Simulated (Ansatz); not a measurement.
A made-up structure of Al2H3S (charge -1), closed shell:

| atom | x (Å) | y (Å) | z (Å) |
| --- | --- | --- | --- |
| Al1 | -0.8501 | 0.3596 | -0.5395 |
| Al2 | 1.2815 | -0.7043 | 0.2067 |
| S3 | -0.0031 | 0.4366 | 1.6079 |
| H4 | -2.2015 | -0.5026 | -0.7511 |
| H5 | 2.0136 | -1.5904 | -0.7879 |
| H6 | 2.6381 | -1.3425 | 0.8351 |

It is relaxed with PBE-D4/def2-SVPD and then PBE0-D4/def2-TZVPD (Ansatz 0.2.0). Atoms count as bonded within 1.22 times the sum of their covalent radii (H–H: 0.88 Å). The end point is not checked to be a true minimum.

**Question.** Does its bonding change? (Judge from chemistry; the calculation decides.)

**Answer.** The calculation gives: No: no bond forms or breaks.

Where it ends: The first stage lowers the energy by 2.32 eV in 14 steps. It ends as Al₂H₃S ([AlH]1[AlH2][S]1), total charge -1:
Al1  (-0.706, 0.100, -0.489)
Al2  (1.483, -0.923, 0.134)
S3  (-0.385, -0.841, 1.492)
H4  (-2.182, 0.727, -0.756)
H5  (1.923, -2.385, -0.399)
H6  (2.746, -0.022, 0.590)
(Å)

Labels in which every atom is bracketed show which atoms are joined, not bond orders.

For scale, one of the runs: PBE0-D4/def2-TZVPD relaxation, 159 basis functions, launched by `ansatz run in.yaml --threads 2 --pin off --events-out ev --progress --plain --max-ram 4352MiB`. The run took about 13 s on 2 CPU threads of an Intel Xeon Platinum 8488C (shared host).
